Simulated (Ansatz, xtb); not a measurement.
## C2H6B+: which of two isomers lies lower

We compare I, `[BH+]CC`, a singlet, with II, `C[B+]C`, a singlet. Both are isolated ions in the gas phase, relaxed with PBE-D3(BJ)/def2-SVP; the shapes shown needn't be the lowest conformers.

I (Å):

```xyz
9

C    -0.0433    0.8549    1.9450
C     0.6840    0.5520    0.5998
B    -1.3851    0.3781    2.2593
H    -2.4827    0.0216    2.5864
H    -0.1413    1.9661    2.1292
H     0.5494    0.4889    2.8354
H     0.1125    0.9631   -0.2520
H     1.6792    1.0310    0.6298
H     0.8131   -0.5372    0.4646
```

II (Å):

```json
{"atom": "C", "x (Å)": "-1.0050", "y (Å)": "0.9723", "z (Å)": "2.5323"}
{"atom": "C", "x (Å)": "0.9150", "y (Å)": "0.2909", "z (Å)": "0.3876"}
{"atom": "B", "x (Å)": "-0.0449", "y (Å)": "0.6316", "z (Å)": "1.4600"}
{"atom": "H", "x (Å)": "-1.3413", "y (Å)": "0.0501", "z (Å)": "3.0634"}
{"atom": "H", "x (Å)": "-1.9022", "y (Å)": "1.4810", "z (Å)": "2.1060"}
{"atom": "H", "x (Å)": "-0.5324", "y (Å)": "1.6559", "z (Å)": "3.2771"}
{"atom": "H", "x (Å)": "1.2483", "y (Å)": "1.2128", "z (Å)": "-0.1458"}
{"atom": "H", "x (Å)": "1.8140", "y (Å)": "-0.2145", "z (Å)": "0.8141"}
{"atom": "H", "x (Å)": "0.4435", "y (Å)": "-0.3956", "z (Å)": "-0.3552"}
```

Question: Which of the two would you expect CCSD(T)/def2-TZVP electronic energies to favour?

Answer: Structure II; the calculation gives E(II) − E(I) = −1.415 eV.

Level by level:

```json
{"level": "GFN2-xTB", "geometry": "GFN2-xTB", "E(II) − E(I) (eV)": "−1.100", "departure from the last row (eV)": "+0.315", "job, with rough time for the two": "optimisation, 0.11 s"}
{"level": "HF/STO-3G", "geometry": "GFN2-xTB", "E(II) − E(I) (eV)": "−1.470", "departure from the last row (eV)": "−0.055", "job, with rough time for the two": "single point, 0.16 s"}
{"level": "r2SCAN-D4/def2-SVP", "geometry": "GFN2-xTB", "E(II) − E(I) (eV)": "−1.653", "departure from the last row (eV)": "−0.238", "job, with rough time for the two": "single point, 2.5 s"}
{"level": "PBE-D3(BJ)/def2-SVP", "geometry": "PBE-D3(BJ)/def2-SVP", "E(II) − E(I) (eV)": "−1.574", "departure from the last row (eV)": "−0.159", "job, with rough time for the two": "optimisation, 16 s"}
{"level": "HF/def2-TZVP", "geometry": "PBE-D3(BJ)/def2-SVP", "E(II) − E(I) (eV)": "−1.373", "departure from the last row (eV)": "+0.042", "job, with rough time for the two": "part of the CCSD(T) run"}
{"level": "MP2/def2-TZVP", "geometry": "PBE-D3(BJ)/def2-SVP", "E(II) − E(I) (eV)": "−1.429", "departure from the last row (eV)": "−0.014", "job, with rough time for the two": "part of the CCSD(T) run"}
{"level": "CCSD(T)/def2-TZVP", "geometry": "PBE-D3(BJ)/def2-SVP", "E(II) − E(I) (eV)": "−1.415", "departure from the last row (eV)": "", "job, with rough time for the two": "single point, 19 s"}
```

As drawn, II has 1 C–B, 1 C–H in place of 1 C–C, 1 B–H.

The levels shown agree on the order. The largest departure from CCSD(T)/def2-TZVP is that of GFN2-xTB, 0.315 eV.

With harmonic frequencies from PBE-D3(BJ)/def2-SVP (ideal gas, rigid rotor, one conformer each, 298.15 K, 1 atm): the zero-point term adds −0.019 eV; ΔH is −1.424 and ΔG −1.405 eV.

The correlated steps freeze 3 core orbitals. Run with Ansatz 0.2.0, xtb 6.7.1; the last row on 1 thread of Arm Neoverse V2 on a shared host.
